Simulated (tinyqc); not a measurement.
Worked calculation: harmonic frequencies on the unrestricted B3LYP (VWN-RPA form)/sto-3g surface (energies and gradients from PySCF), for H2O, spin multiplicity 3. One step of it, computed by the program tinyqc.

Task: One row of the Hessian: 2Hy. Displace 2Hy by +/-0.01 bohr; H(k, :) = (g(+) - g(-)) / (2 delta).

optimised positions (bohr):
```
            x          y          z
1O   0.004369  -0.506986  -0.506177
2H  -0.046667   2.391472   1.528320
3H  -0.066392  -1.738113   1.050630
```

gradient at +delta (hartree/bohr):
```
              x            y            z
1O   0.00000755  -0.00014881  -0.00011270
2H  -0.00000188   0.00019136   0.00011605
3H  -0.00000017  -0.00003592   0.00000127
```

gradient at -delta (hartree/bohr):
```
              x            y            z
1O   0.00000307   0.00020494   0.00008903
2H   0.00000361  -0.00019531  -0.00012168
3H  -0.00000125  -0.00000190   0.00003771
```

Give: row of the Hessian.

Result:

row of the Hessian (hartree/bohr^2): 1Ox 0.000224, 1Oy -0.017687, 1Oz -0.010087, 2Hx -0.000274, 2Hy 0.019333, 2Hz 0.011887, 3Hx 0.000054, 3Hy -0.001701, 3Hz -0.001822
